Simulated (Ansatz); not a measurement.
**AlH3+ (doublet): the correlation ladder, cc-pVTZ**

How much of the correlation energy of AlH3+ (doublet) does each wave-function method recover here?

Computed with Ansatz 0.2.0, Gaussian basis. Level: cc-pVTZ, core rule «outside noble gas», up to 5 orbitals frozen.

To be run: UHF; CCSD(T) on ROHF; CCSD(T) on UHF; BCCD(T) on ROHF; CCSDT(Q) on ROHF; CCSDT(Q) on UHF.

28 further runs of the same task are left out: 6 for a known fault of the program, 8 that didn't finish, 14 set aside as unsound or not needed.

### Step 1. The geometry

The geometry is a PBE0/def2-TZVP stationary point (not a proven minimum) of the parent state, kept for this charge and spin.

4 atoms, charge 1, spin multiplicity 2.

Atoms are counted from 1 here; the program's logs count them from 0.

Bond lengths: Al1–H2 1.590 Å, Al1–H3 1.843 Å, Al1–H4 1.843 Å, H3–H4 0.841 Å. Angles: H2–Al1–H3 101.8°, H2–Al1–H4 101.8°, H3–Al1–H4 26.4°, Al1–H3–H4 76.8°, Al1–H4–H3 76.8°.

### Step 2. UHF

The input, in.yaml:

```yaml
crystal:
  periodic: [false, false, false]
  atoms:
    - {symbol: Al, position_ang: [0.000000, 0.074413, -0.095633]}
    - {symbol: H, position_ang: [0.000000, -1.372409, -0.753982]}
    - {symbol: H, position_ang: [0.420650, -0.309773, 1.656991]}
    - {symbol: H, position_ang: [-0.420650, -0.309773, 1.656991]}
basis:
  gaussian: {orbitals: cc-pVTZ}
total_charge: 1
magnetization: {spin_polarized: true, initial_magnetization: 1}
hamiltonian: {xc: hf}
output: {orbitals: {seedname: orbitals}}
```

Launch:

```
> ansatz run in.yaml --threads 1 --pin off --events-out ev --progress --plain --max-ram 2393MiB
```

Further steps of the session: CCSD(T) on ROHF; CCSD(T) on UHF; BCCD(T) on ROHF; CCSDT(Q) on ROHF; CCSDT(Q) on UHF.

Before running them: what should the planned runs give, taken together? Wanted: UCCSDT(Q) below the RHF energy; RMP2 from UCCSDT(Q); UMP2 from UCCSDT(Q); RCCSD from UCCSDT(Q); RCCSD(T) from UCCSDT(Q); UCCSD(T) from UCCSDT(Q); RCCSDT(Q) from UCCSDT(Q); T1 diagnostic.

The runs gave:

| quantity | value |
| --- | --- |
| UCCSDT(Q) below the RHF energy | -2.5387 eV |
| RMP2 from UCCSDT(Q) | +588.0 meV |
| UMP2 from UCCSDT(Q) | +575.7 meV |
| RCCSD from UCCSDT(Q) | +46.1 meV |
| RCCSD(T) from UCCSDT(Q) | +12.3 meV |
| UCCSD(T) from UCCSDT(Q) | +10.5 meV |
| RCCSDT(Q) from UCCSDT(Q) | +1.4 meV |
| levels within 1 kcal/mol (43 meV) | UCCSD, RCCSD(T), UCCSD(T), BCCD(T), RCCSDT, UCCSDT, RCCSDT(Q) |
| T1 diagnostic | 0.026 |

**Reading.** RCCSD(T) lands +12.3 meV from the yardstick (0.5 % of the correlation energy). These misses are within one basis, not against nature; the frozen cores of restricted and unrestricted runs differ, which can shift their rows.
